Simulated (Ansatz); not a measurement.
## What each rung costs, and what it gives

Saddle point of Si₂H₆F, doublet (SiH₃F ([F][SiH3]) + SiH₃ → SiH₂F ([F][SiH2]) + SiH₄; bonds formed: H1–Si4; bonds broken: H1–Si2), PBE0-D4/def2-TZVP structure:

H1  (0.197, -0.153, 0.338)
Si2  (0.131, -1.598, -0.660)
F3  (-0.612, -0.922, -1.914)
Si4  (-0.052, 1.536, 0.797)
H5  (-0.742, -2.696, -0.163)
H6  (1.439, -2.120, -1.143)
H7  (-1.513, 1.808, 0.777)
H8  (0.500, 1.751, 2.161)
H9  (0.653, 2.393, -0.192)
(Å)

Barriers are electronic and count from the start structure reached by relaxing down the imaginary mode. Spin–orbit coupling is left out.

Ansatz 0.2.0; basis: as named in each row; cores frozen in the correlated methods; orbitals are unrestricted. B3LYP uses VWN-RPA correlation. Extrapolation: Hartree–Fock as exp(−7.88 √X), correlation as X^−2.97.

Times are rough, for one single point on 4 threads of a shared host (Arm Neoverse V1).

The estimate by CCSD(T) at an estimated basis limit (MP2 extrapolated from triple and quadruple zeta, plus CCSD(T) − MP2 in triple zeta) is 0.588 eV.

```tsv
method	basis	time (s)	barrier (eV)	method less estimate
HF	STO-3G	under 1	0.846	0.259
PBE-D4	STO-3G	under 1	-0.228	-0.816
SPW92	def2-SVP	under 1	0.022	-0.566
PBE-D4	def2-SVP	under 1	0.218	-0.370
B3LYP-D4	6-31G	under 1	0.316	-0.272
PBE0-D4	def2-SVP	1	0.362	-0.226
SPW92	def2-TZVPP	1	0.024	-0.564
BLYP-D4	def2-TZVPP	2	0.294	-0.293
PBE-D4	def2-TZVPP	2	0.213	-0.375
PBE0-D4	def2-TZVPP	3	0.356	-0.232
B3LYP-D4	def2-TZVPP	3	0.399	-0.189
CAM-B3LYP-D4	def2-TZVPP	3	0.495	-0.093
BHLYP-D4	def2-TZVPP	3	0.563	-0.025
RPA on PBE	def2-TZVPP	4	0.643	0.055
PBE-QIDH	def2-TZVPP	4	0.544	-0.043
B2PLYP	def2-TZVPP	4	0.534	-0.054
CCSD(T)	def2-SVP	5	0.735	0.147
r2SCAN-D4	def2-TZVPP	6	0.363	-0.224
r2SCAN0-D4	def2-TZVPP	6	0.453	-0.135
wB97M-V	def2-SVP	8	0.501	-0.086
wB97X-V	def2-TZVPP	8	0.495	-0.092
B97M-V	def2-TZVPP	9	0.264	-0.323
wB97M-V	def2-TZVPP	11	0.507	-0.081
MP2	def2-QZVPP	14	0.674	0.086
CCSD(T)	def2-TZVPP	130	0.629	0.041
```

All methods are single points on the PBE0-D4 structures; a negative value means that the method puts the saddle structure below the start.

The T1 diagnostic stays at or below 0.015. ⟨S²⟩ of the unrestricted Hartree–Fock references: 0.75 to 0.78 (a pure state has 0.75).

Radical steps of this kind take place in plasma deposition and etching.

Labels in which every atom is bracketed show which atoms are joined, not bond orders.
